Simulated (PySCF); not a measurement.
# Worked example: correlation energy of F–PH–F, singlet

Geometry: a PBE0/def2-TZVP stationary point for this spin, not checked as a minimum.

```csv
atom,x (Å),y (Å),z (Å)
F,0.0467,0.4709,1.2090
P,-0.0988,-0.5466,0.0000
F,0.0467,0.4709,-1.2090
H,1.2753,-0.9555,0.0000
```

Basis cc-pVDZ; PySCF 2.14.0. Correlated methods freeze the noble-gas cores, which leaves 20 electrons in 44 orbitals. R marks a restricted (for open shells ROHF) determinant.

Full CI isn't at hand for all of this; RCCSDT(Q) serves as the reference, and is uncertain by the last step of the cluster series or more.

RCCSD has a T1 diagnostic of 0.013 and a largest doubles amplitude of 0.07.

```csv
level,total energy (hartree)
RHF,-540.231216
RMP2,-540.718226
RCCSD,-540.737095
RCCSD(T),-540.746430
RCCSDT,-540.747017
RCCSDT(Q),-540.748174
```

What is the correlation energy at RCCSDT(Q), and what share of it do RMP2 and RCCSDT recover?

E(corr) = -540.748174 − (-540.231216) = -0.516958 hartree = -14.067 eV. RMP2: -0.487010 / -0.516958 = 94.21 %. RCCSDT: -0.515801 / -0.516958 = 99.78 %.

By how many kcal/mol does RCCSD(T) miss RCCSDT(Q) (1 hartree = 627.509 kcal/mol), and which steps make up the rest?

-540.746430 − (-540.748174) = 0.001744 hartree = 1.09 kcal/mol. Steps: RCCSDT − RCCSD(T) = -0.37, RCCSDT(Q) − RCCSDT = -0.73 kcal/mol. Differences between like states or geometries often cancel part of this.
